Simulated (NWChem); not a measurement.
System: formaldehyde (CH$_{2}$O); SMILES O=C

NWChem input:

```
start job
memory heap 200 mb stack 900 mb global 1100 mb
geometry units angstroms noautoz
  C      0.000000     0.000000     0.520248
  O      0.000000     0.000000    -0.675823
  H      0.000000    -0.944428     1.122116
  H      0.000000     0.944428     1.122116
end
basis spherical
  * library sto-3g
end
dft
  xc b3lyp
  iterations 150
  mulliken
end
task dft energy
```

NWChem printed, in part:

```
             Northwest Computational Chemistry Package (NWChem) 7.3.0
             --------------------------------------------------------

 C2V symmetry detected

                             Geometry "geometry" -> ""
                             -------------------------

 Output coordinates in angstroms (scale by  1.889725989 to convert to a.u.)

  No.       Tag          Charge          X              Y              Z
 ---- ---------------- ---------- -------------- -------------- --------------
    1 C                    6.0000     0.00000000     0.00000000     0.52280200
    2 O                    8.0000     0.00000000     0.00000000    -0.67326900
    3 H                    1.0000     0.00000000    -0.94442800     1.12467000
    4 H                    1.0000     0.00000000     0.94442800     1.12467000

 Effective nuclear repulsion energy (a.u.)      31.3560320609

      Symmetry information
      --------------------

 Group name             C2v
 Group number             16
 Group order               4
 No. of unique centers     3

                                 NWChem DFT Module
                                 -----------------

 Summary of "ao basis" -> "ao basis" (spherical)
 ------------------------------------------------------------------------------
       Tag                 Description            Shells   Functions and Types
 ---------------- ------------------------------  ------  ---------------------
 C                           sto-3g                  3        5   2s1p
 O                           sto-3g                  3        5   2s1p
 H                           sto-3g                  1        1   1s

      Symmetry analysis of basis
      --------------------------

        a1          7
        a2          0
        b1          2
        b2          3

            General Information
            -------------------
          SCF calculation type: DFT
          Wavefunction type:  closed shell.
          No. of atoms     :     4
          No. of electrons :    16
           Alpha electrons :     8
            Beta electrons :     8
          Charge           :     0
          Spin multiplicity:     1
          Use of symmetry is: on ; symmetry adaption is: on
          Maximum number of iterations: 150
          AO basis - number of functions:    12
                     number of shells:     8
          Convergence on energy requested:  1.00D-06
          Convergence on density requested:  1.00D-05
          Convergence on gradient requested:  5.00D-04

              XC Information
              --------------
                         B3LYP Method XC Potential
                     Hartree-Fock (Exact) Exchange  0.200
                        Slater Exchange Functional  0.800 local
                    Becke 1988 Exchange Functional  0.720 non-local
              Lee-Yang-Parr Correlation Functional  0.810
                  VWN I RPA Correlation Functional  0.190 local

             Grid Information
             ----------------
          Grid used for XC integration:  medium
          Radial quadrature: Mura-Knowles
          Angular quadrature: Lebedev.
          Tag              B.-S. Rad. Rad. Pts. Rad. Cut. Ang. Pts.
          ---              ---------- --------- --------- ---------
          C                   0.70       49           5.0       434
          O                   0.60       49           6.0       434
          H                   0.35       45           7.0       434
          Grid pruning is: on
          Number of quadrature shells:   143
          Spatial weights used:  Erf1

      Superposition of Atomic Density Guess
      -------------------------------------

 Sum of atomic energies:        -111.88919925

      Non-variational initial energy
      ------------------------------

 Total energy =    -112.123318
 1-e energy   =    -216.736487
 2-e energy   =      73.257137
 HOMO         =      -0.164161
 LUMO         =       0.191315

      Symmetry analysis of molecular orbitals - initial
      -------------------------------------------------

  Numbering of irreducible representations:

     1 a1          2 a2          3 b1          4 b2

  Orbital symmetries:

     1 a1          2 a1          3 a1          4 a1          5 b2
     6 a1          7 b1          8 b2          9 b1         10 a1
    11 b2         12 a1

     ---------------------------------------------
      Total Density - Mulliken Population Analysis
     ---------------------------------------------

    Atom       Charge   Shell Charges
 -----------   ------   -------------------------------------------------------
    1 C    6     5.28   1.99  1.19  2.09
    2 O    8     8.74   2.00  1.85  4.89
    3 H    1     0.99   0.99
    4 H    1     0.99   0.99

   convergence    iter        energy       DeltaE   RMS-Dens  Diis-err
 ---------------- ----- ----------------- --------- --------- ---------
 d= 0,ls=0.0,diis     1   -112.8022853414 -1.44D+02  1.84D-01  8.71D-01
 d= 0,ls=0.0,diis     2   -112.3765127865  4.26D-01  1.24D-01  4.20D+00
 d= 0,ls=0.0,diis     3   -112.9498441414 -5.73D-01  6.82D-03  1.50D-02
 d= 0,ls=0.0,diis     4   -112.9516585804 -1.81D-03  2.12D-03  8.07D-04
 d= 0,ls=0.0,diis     5   -112.9517827815 -1.24D-04  3.63D-04  3.14D-05
  Resetting Diis
 d= 0,ls=0.0,diis     6   -112.9517868529 -4.07D-06  2.20D-05  1.52D-07
 d= 0,ls=0.0,diis     7   -112.9517868728 -1.99D-08  5.25D-06  8.93D-10

         Total DFT energy =     -112.951786872811
      One electron energy =     -216.222218099386
           Coulomb energy =       86.663244671839
    Exchange-Corr. energy =      -14.748845506137
 Nuclear repulsion energy =       31.356032060874

 Numeric. integr. density =       16.000001123738

                  Occupations of the irreducible representations
                  ----------------------------------------------

                     irrep           alpha         beta
                     --------     --------     --------
                     a1                5.0          5.0
                     a2                0.0          0.0
                     b1                1.0          1.0
                     b2                2.0          2.0

                       DFT Final Molecular Orbital Analysis
                       ------------------------------------

 Vector    6  Occ=2.000000D+00  E=-3.501521D-01  Symmetry=a1
              MO Center= -8.7D-16, -1.8D-17, -5.5D-01, r^2= 9.3D-01
   Bfn.  Coefficient  Atom+Function         Bfn.  Coefficient  Atom+Function
  ----- ------------  ---------------      ----- ------------  ---------------
    10      0.680543  2 O  pz                 7     -0.586957  2 O  s
     5     -0.411503  1 C  pz                 2      0.141740  1 C  s
    11     -0.135514  3 H  s                 12     -0.135514  4 H  s
     6      0.116654  2 O  s                  1     -0.045063  1 C  s

 Vector    7  Occ=2.000000D+00  E=-3.286480D-01  Symmetry=b1
              MO Center=  8.7D-16,  3.9D-30, -1.5D-01, r^2= 8.8D-01
   Bfn.  Coefficient  Atom+Function         Bfn.  Coefficient  Atom+Function
  ----- ------------  ---------------      ----- ------------  ---------------
     8      0.675316  2 O  px                 3      0.605021  1 C  px

 Vector    8  Occ=2.000000D+00  E=-1.671479D-01  Symmetry=b2
              MO Center=  3.4D-33,  5.2D-17, -2.4D-01, r^2= 1.3D+00
   Bfn.  Coefficient  Atom+Function         Bfn.  Coefficient  Atom+Function
  ----- ------------  ---------------      ----- ------------  ---------------
     9      0.897510  2 O  py                11      0.361815  3 H  s
    12     -0.361815  4 H  s                  4     -0.074616  1 C  py

 Vector    9  Occ=0.000000D+00  E= 7.094838D-02  Symmetry=b1
              MO Center=  1.0D-21, -1.9D-37,  8.2D-03, r^2= 9.7D-01
   Bfn.  Coefficient  Atom+Function         Bfn.  Coefficient  Atom+Function
  ----- ------------  ---------------      ----- ------------  ---------------
     3      0.826863  1 C  px                 8     -0.770520  2 O  px

 Vector   10  Occ=0.000000D+00  E= 3.713568D-01  Symmetry=a1
              MO Center=  1.5D-18, -1.1D-15,  1.0D+00, r^2= 1.3D+00
   Bfn.  Coefficient  Atom+Function         Bfn.  Coefficient  Atom+Function
  ----- ------------  ---------------      ----- ------------  ---------------
     2      1.257847  1 C  s                 11     -0.881054  3 H  s
    12     -0.881054  4 H  s                  5      0.453103  1 C  pz
    10     -0.228749  2 O  pz                 1     -0.205994  1 C  s
     7     -0.140706  2 O  s

 Vector   11  Occ=0.000000D+00  E= 4.682630D-01  Symmetry=b2
              MO Center=  1.4D-32,  1.2D-15,  7.1D-01, r^2= 1.3D+00
   Bfn.  Coefficient  Atom+Function         Bfn.  Coefficient  Atom+Function
  ----- ------------  ---------------      ----- ------------  ---------------
     4      1.130820  1 C  py                11      0.816211  3 H  s
    12     -0.816211  4 H  s                  9     -0.375039  2 O  py

     ---------------------------------------------
      Total Density - Mulliken Population Analysis
     ---------------------------------------------

    Atom       Charge   Shell Charges
 -----------   ------   -------------------------------------------------------
    1 C    6     5.96   1.99  1.16  2.81
    2 O    8     8.16   2.00  1.88  4.28
    3 H    1     0.94   0.94
    4 H    1     0.94   0.94

     -------------------------------------------
      Total Density - Lowdin Population Analysis
     -------------------------------------------

    Atom       Charge   Shell Charges
 -----------   ------   -------------------------------------------------------
    1 C    6     5.95   1.99  1.07  2.89
    2 O    8     8.08   2.00  1.75  4.34
    3 H    1     0.98   0.98
    4 H    1     0.98   0.98

     Multipole analysis of the density
     ---------------------------------

[...]
```

Level: B3LYP/STO-3G. Coordinates come from a PBE0/def2-SVP optimisation. B3LYP is NWChem's, with the RPA form of VWN correlation.
